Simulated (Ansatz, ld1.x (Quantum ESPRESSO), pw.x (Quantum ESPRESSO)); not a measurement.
# What a changed setting does to a pw.x run (bcc Ta)

Potential: norm-conserving RRKJ (Kleinman–Bylander form), ld1.x (Quantum ESPRESSO) 7.5, LDA (PW92); core [Xe] 4f14, reference 5d3 6s2 6p0; waves: 6p (bound, empty): rc 2.85 bohr; 5d (bound): rc 2.44 bohr; 6s (bound): rc 2.65 bohr; local part: the s channel; core correction: none.

The reference run (k-mesh 14³, cutoffs 40/160 Ry, Fermi–Dirac 0.01 Ry, mixing_beta 0.4, conv_thr 1e-9, no spin) gives -0.36 GPa at 17.128 Å³/atom, where all-electron LAPW gives 1.38 GPa. This run, with its own iteration cap, changes smearing to mv.

```
&control
  calculation='scf', prefix='x', pseudo_dir='./', outdir='./tmp', tstress=.true., disk_io='none'
/
&system
  ibrav=0, nat=1, ntyp=1, ecutwfc=40, ecutrho=160, nbnd=9,
  occupations='smearing', smearing='mv', degauss=0.01
/
&electrons
  conv_thr=1e-09, mixing_beta=0.4, electron_maxstep=50
/
ATOMIC_SPECIES
Ta 1.0 Ta.UPF
CELL_PARAMETERS angstrom
  -1.62386113 1.62386113 1.62386113
  1.62386113 -1.62386113 1.62386113
  1.62386113 1.62386113 -1.62386113
ATOMIC_POSITIONS crystal
Ta 0.0000 0.0000 0.0000
K_POINTS automatic
14 14 14 0 0 0
```

```bash
pw.x < Ta.scf.in > Ta.scf.out
```

Question: How does the run end?

Answer: It converges in 8 iterations; the free energy moves by +35.4 meV/atom and the pressure by -0.17 GPa. This scheme is built to cancel the term in the square of the width that Fermi–Dirac smearing leaves in the F of a metal.

```
Message from routine setup:
     using ibrav=0 with symmetry is DISCOURAGED, use correct ibrav instead
     lattice parameter (alat)  =       5.3151  a.u.
     unit-cell volume          =     115.5855 (a.u.)^3
     number of electrons       =         5.00
     number of Kohn-Sham states=            9
     kinetic-energy cutoff     =      40.0000  Ry
     charge density cutoff     =     160.0000  Ry
     scf convergence threshold =      1.0E-09
     Exchange-correlation= PW
     number of k points=   104  Marzari-Vanderbilt smearing, width (Ry)=  0.0100
     iteration #  1     ecut=    40.00 Ry     beta= 0.40
     total energy              =     -10.24552996 Ry
     estimated scf accuracy    <       0.01359005 Ry
     iteration #  2     ecut=    40.00 Ry     beta= 0.40
     total energy              =     -10.24471059 Ry
     estimated scf accuracy    <       0.00342635 Ry
     iteration #  3     ecut=    40.00 Ry     beta= 0.40
     total energy              =     -10.24512530 Ry
     estimated scf accuracy    <       0.00006316 Ry
     iteration #  4     ecut=    40.00 Ry     beta= 0.40
     total energy              =     -10.24512025 Ry
     estimated scf accuracy    <       0.00004358 Ry
     iteration #  5     ecut=    40.00 Ry     beta= 0.40
     total energy              =     -10.24512455 Ry
     estimated scf accuracy    <       0.00000026 Ry
     iteration #  6     ecut=    40.00 Ry     beta= 0.40
     total energy              =     -10.24512450 Ry
     estimated scf accuracy    <       0.00000033 Ry
     iteration #  7     ecut=    40.00 Ry     beta= 0.40
     total energy              =     -10.24512451 Ry
     estimated scf accuracy    <       0.00000001 Ry
     iteration #  8     ecut=    40.00 Ry     beta= 0.40
     the Fermi energy is    12.1860 ev
!    total energy              =     -10.24512451 Ry
     estimated scf accuracy    <          1.8E-11 Ry
     smearing contrib. (-TS)   =       0.00024380 Ry
     The total energy is F=E-TS. E is the sum of the following terms:
     one-electron contribution =       7.63757769 Ry
     hartree contribution      =       0.04041159 Ry
     xc contribution           =      -3.09912648 Ry
     ewald contribution        =     -14.82423111 Ry
     convergence has been achieved in   8 iterations
          total   stress  (Ry/bohr**3)                   (kbar)     P=       -5.37
     Message from routine punch:
     Nothing written, as per user request (disk_io='none')
```

The run took about 6.5 s on one core of a shared host (Neoverse-V1, 64 threads, 503 GiB, load 17).
